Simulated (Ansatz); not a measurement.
**C₃H₅ClO₂: one species, many methods**

How much do the methods differ for C₃H₅ClO₂? The plan is to run it at one geometry with functionals of several rungs and with coupled cluster, and see how far each lands from CCSD(T) at the basis-set limit for the atomisation energy.

Computed with Ansatz 0.2.0, Gaussian basis. Level: functionals in def2-TZVPP, the program's frozen cores in correlated methods.

Plan: LDA (SPW92), PBE-D4, revPBE-D4, BLYP-D4, r2SCAN-D4, B97M-V, PBE0-D4, B3LYP-D4, r2SCANh-D4, r2SCAN0-D4, HSE06-D4, BHLYP-D4, CAM-B3LYP-D4, LC-ωPBE, ωB97X-V, ωB97M-V, B2PLYP, PBE-QIDH; CCSD(T)/def2-SVP; CCSD(T)/def2-TZVPP; MP2/def2-QZVPP; extrapolation to the limit; RPA on PBE.

## 1. The relaxed structure

All runs share one geometry, relaxed beforehand with PBE0-D4 in a triple-zeta def2 set.

11 atoms, charge 0, spin multiplicity 1.

Atoms are counted from 1 here; the program's logs count them from 0.

Bond lengths: C1–C2 1.487 Å, C1–H7 1.094 Å, C1–H8 1.094 Å, C1–H9 1.094 Å, C2–Cl3 1.729 Å, C2–C4 1.336 Å, C4–O5 1.336 Å, C4–O6 1.354 Å, O5–H10 0.963 Å, O6–H11 0.961 Å. Angles: C2–C1–H7 111.1°, C2–C1–H8 112.9°, C2–C1–H9 111.1°, H7–C1–H8 107.0°, H7–C1–H9 107.5°, H8–C1–H9 107.0°, C1–C2–Cl3 115.2°, C1–C2–C4 126.2°, Cl3–C2–C4 118.6°, C2–C4–O5 123.5°, C2–C4–O6 125.4°, O5–C4–O6 111.1°, C4–O5–H10 107.8°, C4–O6–H11 109.8°.

## 2. LDA

This LDA is Slater exchange with PW92 correlation.

The input, in.yaml:

```yaml
crystal:
  periodic: [false, false, false]
  atoms:
    - {symbol: C, position_ang: [-0.522074, -1.078450, 0.935327]}
    - {symbol: C, position_ang: [0.511020, -0.148077, 0.406737]}
    - {symbol: Cl, position_ang: [2.036870, -0.202908, 1.218342]}
    - {symbol: C, position_ang: [0.360419, 0.699666, -0.614797]}
    - {symbol: O, position_ang: [1.330420, 1.509355, -1.050205]}
    - {symbol: O, position_ang: [-0.770818, 0.857955, -1.341843]}
    - {symbol: H, position_ang: [-0.185826, -2.117386, 0.870014]}
    - {symbol: H, position_ang: [-1.470099, -1.015118, 0.392194]}
    - {symbol: H, position_ang: [-0.740555, -0.868719, 1.986518]}
    - {symbol: H, position_ang: [0.973824, 2.030337, -1.777406]}
    - {symbol: H, position_ang: [-1.457881, 0.276447, -1.004482]}
basis:
  gaussian: {orbitals: def2-TZVPP}
hamiltonian: {xc: lda}
output: {orbitals: {seedname: orbitals}}
```

The runs that follow: PBE-D4 (GGA); revPBE-D4 (GGA); BLYP-D4 (GGA); r2SCAN-D4 (meta-GGA); B97M-V (meta-GGA); PBE0-D4 (hybrid); B3LYP-D4 (hybrid); r2SCANh-D4 (hybrid); r2SCAN0-D4 (hybrid); HSE06-D4 (hybrid); BHLYP-D4 (hybrid); CAM-B3LYP-D4 (range-separated); LC-ωPBE (range-separated); ωB97X-V (range-separated); ωB97M-V (range-separated); B2PLYP (double hybrid); PBE-QIDH (double hybrid); CCSD(T) in def2-SVP; CCSD(T) in def2-TZVPP; MP2 in def2-QZVPP; RPA on PBE orbitals.

**Question.** What will the summary of the whole plan be? Wanted: atomisation energy, CCSD(T)/CBS; farthest beyond LDA; mean size of error, GGA; mean size of error, meta-GGA; mean size of error, hybrid; mean size of error, range-separated; mean size of error, double hybrid; gap, smallest and largest; T1 diagnostic.

The runs gave:

| quantity | value |
| --- | --- |
| atomisation energy, CCSD(T)/CBS | 4381.7 kJ/mol |
| functionals within 21.9 kJ/mol (0.5 %) | BLYP-D4, B97M-V, B3LYP-D4, r2SCANh-D4, CAM-B3LYP-D4, LC-ωPBE, ωB97X-V, ωB97M-V, PBE-QIDH |
| farthest beyond LDA | BHLYP-D4 (-197.0 kJ/mol) |
| mean size of error, GGA | 69.2 kJ/mol |
| mean size of error, meta-GGA | 19.6 kJ/mol |
| mean size of error, hybrid | 63.2 kJ/mol |
| mean size of error, range-separated | 10.1 kJ/mol |
| mean size of error, double hybrid | 33.6 kJ/mol |
| gap, smallest and largest | 4.20 eV (BLYP-D4), 11.24 eV (LC-ωPBE) |
| T1 diagnostic | 0.0114 |
| triples share of the correlation energy | 4.1 % |

LDA overbinds by 805.6 kJ/mol (18 %). PBE-D4 misses by +168.4 kJ/mol. Double hybrids carry the basis error of their MP2 part in triple zeta, and no dispersion term here, so their miss is partly the set-up's. The rungs range-separated, meta-GGA miss on average by less than the doubt on the reference (21.9 kJ/mol), so they tie. The reference freezes the cores and leaves out relativity and excitations past (T), so misses under about 21.9 kJ/mol can't be ranked. Hartree-Fock recovers 69 % of the binding; the rest is correlation. CCSD(T) in def2-SVP is off by -234.7 kJ/mol, so the small basis spoils what the method gains. Orbital gaps span 4.2 to 11.2 eV; exact exchange widens them.
